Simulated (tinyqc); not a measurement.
Worked calculation: extended Hueckel theory, for NH3. One step of it, computed by the program tinyqc.

Question. Mulliken analysis. P = C n C^T; charge = valence electrons (H 1, N 5) minus the sum of (P S)_ii on the atom; overlap population = 2 sum P_ij S_ij between two atoms.

coefficients:
```
,MO1,MO2,MO3,MO4,MO5,MO6,MO7
1N 2s,0.823353,0.000000,-0.000016,0.079576,0.000000,-0.000194,1.164485
1N 2px,-0.000009,0.000000,0.618765,0.000009,0.000000,1.043319,0.000322
1N 2py,0.000000,0.618741,0.000000,0.000000,1.043318,0.000000,0.000000
1N 2pz,0.015040,0.000000,-0.000008,0.987956,0.000000,0.000041,-0.244664
2H 1s,0.116758,0.000000,0.452392,-0.039361,0.000000,-0.976411,-0.717706
3H 1s,0.116738,0.391803,-0.226215,-0.039369,-0.845679,0.488437,-0.717257
4H 1s,0.116738,-0.391803,-0.226215,-0.039369,0.845679,0.488437,-0.717257
```

occupations: 2.000000  2.000000  2.000000  2.000000  0.000000  0.000000  0.000000

overlap S, lower triangle:
```
,1N 2s,1N 2px,1N 2py,1N 2pz,2H 1s,3H 1s,4H 1s
1N 2s,1.000000
1N 2px,0.000000,1.000000
1N 2py,0.000000,0.000000,1.000000
1N 2pz,0.000000,0.000000,0.000000,1.000000
2H 1s,0.467103,0.425308,0.000000,-0.087071,1.000000
3H 1s,0.467041,-0.212615,0.368309,-0.087055,0.153157,1.000000
4H 1s,0.467041,-0.212615,-0.368309,-0.087055,0.153157,0.153113,1.000000
```

Give: charges; Overlap populations.

Answer.

charges: 1N -0.8468, 2H 0.2823, 3H 0.2822, 4H 0.2822

Overlap populations:
```
pair,value
2-1,0.662897
3-1,0.662839
3-2,-0.053396
4-1,0.662839
4-2,-0.053396
4-3,-0.053381
```
